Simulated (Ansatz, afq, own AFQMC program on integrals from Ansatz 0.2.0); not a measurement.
## NaH₂⁻, singlet: AFQMC among the cluster methods

```yaml
atoms:
  - { symbol: Na, position_ang: [0.0000, 0.0000, 0.8034] }
  - { symbol: H, position_ang: [0.0000, 0.0000, -3.6726] }
  - { symbol: H, position_ang: [0.0000, 0.0000, 2.8692] }
```

Basis aug-cc-pVDZ. Only valence electrons are correlated. Integrals, coupled cluster, full CI and functionals: Ansatz 0.2.0; the random walks run on the same integrals in our own AFQMC program. The CISD trial takes its coefficients from CCSD amplitudes. Released means that phaseless walkers are propagated on without the constraint, phases kept. Uncertainties: one standard error, sampling alone.

Determinant: RHF, the one that the program's search chose, which needn't be the lowest solution. The geometry is a point of a scan.

Full CI on the same integrals is exact in this basis and with this determinant's frozen core.

Cautions: restricted determinant unstable towards unrestricted (UHF 121 meV lower, ⟨S²⟩ 0.56); raised T1 diagnostic (T1 0.035, weight of the determinant 0.90, largest double 0.06).

The T1 diagnostic is 0.0346. The weight of the determinant in the CISD state is 0.901. The size of the correlated space is 4 electrons in 40 orbitals.

Reference: full CI, correlation energy -1.994 eV. The released energy is read at 2.40 1/Eh (meV from the phaseless value at times in 1/Eh: -0.5 ± 1.0 at 0.24, -1.1 ± 0.8 at 0.51, -2.6 ± 0.6 at 0.99, -3.0 ± 0.7 at 1.62, -5.3 ± 0.9 at 2.40).

```tsv
level	E − E(reference) (meV)	share of correlation (%)
HF	1993.8	0.00
MP2	621.1	68.85
CCSD	6.2	99.69
CCSD(T)	2.5	99.87
CCSDT	0.4	99.98
CCSDT(Q)	0.1	99.99
ph-AFQMC/HF	-78.2 ± 31.8	103.92
ph-AFQMC/CISD	3.1 ± 1.0	99.84
released AFQMC	-2.2 ± 0.9	100.11
```

CCSDT and higher add their correlation energy to the determinant of the CCSD(T) run, since their own runs factorise the integrals more tightly (a shift of under 2 meV). A walk keeps the symmetry of its determinant, which the program's search chose and which needn't be the lowest solution, so a lower state of the same spin and another symmetry isn't excluded. Released energies are given only where the last usable release times agree within the noise; a slower fall can still hide under it.
